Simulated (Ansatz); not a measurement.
## The standard entropy of C3H5N (isocyanoethane) from a frequency calculation

A singlet with charge 0, relaxed at PBE0-D4/def2-TZVP (Ansatz 0.2.0):

```xyz
9

C     1.2326    0.0467   -2.2660
N     0.8590    0.2535   -1.1826
C     0.3822    0.4801    0.1320
C    -0.7246   -0.4893    0.5044
H     1.2278    0.3862    0.8182
H     0.0293    1.5131    0.1892
H    -0.3684   -1.5191    0.4580
H    -1.5726   -0.3869   -0.1739
H    -1.0653   -0.2844    1.5208
```

Harmonic wavenumbers in cm⁻¹: 196, 221, 315, 483, 800, 866, 1051, 1119, 1157, 1312, 1376, 1409, 1482, 1485, 1501, 2258, 3066, 3068, 3105, 3149, 3154.

Masses in u: C 12.011, N 14.007, H 1.008. Take T = 298.15 K, p = 1 bar, R = 8.3145 J/(mol K), kT/hc = 207.22 cm⁻¹, rigid rotor and harmonic oscillator.

Question: Work out S° at 298 K.

Answer: 
1. Translation (Sackur–Tetrode): S = R[3/2 ln M + 5/2 ln T − 1.1517] with M = 55.08 gives 158.9 J/(mol K).
2. Rotation: principal moments 17.889, 98.228, 109.834 u Å² give A, B, C = 0.9423, 0.1716, 0.1535 cm⁻¹; the symmetry number is σ = 1; q = (√π/σ)√((kT/hc)³/ABC) = 33559; S = R(ln q + 3/2) = 99.1.
3. Vibration: with u = ν̃/207.22, each mode gives R[u/(eᵘ − 1) − ln(1 − e⁻ᵘ)]; the sum is 28.5, most from 196 cm⁻¹ (9.1), 221 cm⁻¹ (8.2), 315 cm⁻¹ (5.6).
4. Electronic: R ln 1 = 0.0, from the spin multiplicity alone.
5. Sum: 158.9 + 99.1 + 28.5 + 0.0 = 286.5 J/(mol K).

No measured value is set beside it here. Where a soft mode is a torsion, a harmonic oscillator describes it poorly.
